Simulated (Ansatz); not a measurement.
AlH6PSi (`[AlH2][SiH2]P`). The species carries charge 0 and has multiplicity 1.

Cartesian coordinates in Å:
```
Al 1.929 0.038 0.575
Si -0.523 -0.069 0.581
P -1.260 -0.574 -1.504
H 2.759 -1.168 -0.040
H 2.704 1.295 1.162
H -1.167 1.162 1.123
H -0.969 -1.207 1.441
H -2.598 -0.153 -1.276
H -0.874 0.676 -2.061
```

List the harmonic frequencies (cm⁻¹, unscaled) at PBE0-D4/def2-TZVP in Ansatz. (Estimate.)

Computed: 28i, 92, 130, 319, 369, 430, 463, 507, 591, 624, 725, 765, 803, 925, 1094, 1911, 1923, 2183, 2194, 2400, 2411.
